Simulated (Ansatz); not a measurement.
Mulliken charges of `NC(N)=C=S` from ωB97M-V/def2-TZVPP in Ansatz (PBE0-D4/def2-TZVP geometry).

```tsv
atom	x (Å)	y (Å)	z (Å)	charge (e)
N1	-1.247	-0.370	0.415	-0.283
C2	0.017	0.032	-0.042	0.246
N3	1.078	-0.607	0.617	-0.283
C4	0.191	0.924	-0.996	-0.098
S5	0.396	1.982	-2.129	-0.100
H6	-2.001	0.168	0.016	0.121
H7	-1.398	-1.363	0.276	0.138
H8	1.074	-0.414	1.612	0.138
H9	1.979	-0.396	0.213	0.121
```

By hand: the dipole of these point charges (1 e Å = 4.8032 D).

Σ q r = (-0.054, -0.277, 0.296) e Å, of length 0.409 e Å = 1.96 D.

How does the dipole of the full density compare? (Best estimate.)

The calculation gave: (-0.044, -0.227, 0.243) e Å, 1.61 D; the point charges give 1.22 times that, at 0° from its direction.

Point charges leave out the atoms' own dipoles, such as those of lone pairs, and Mulliken's split depends on the basis, so the two needn't agree.
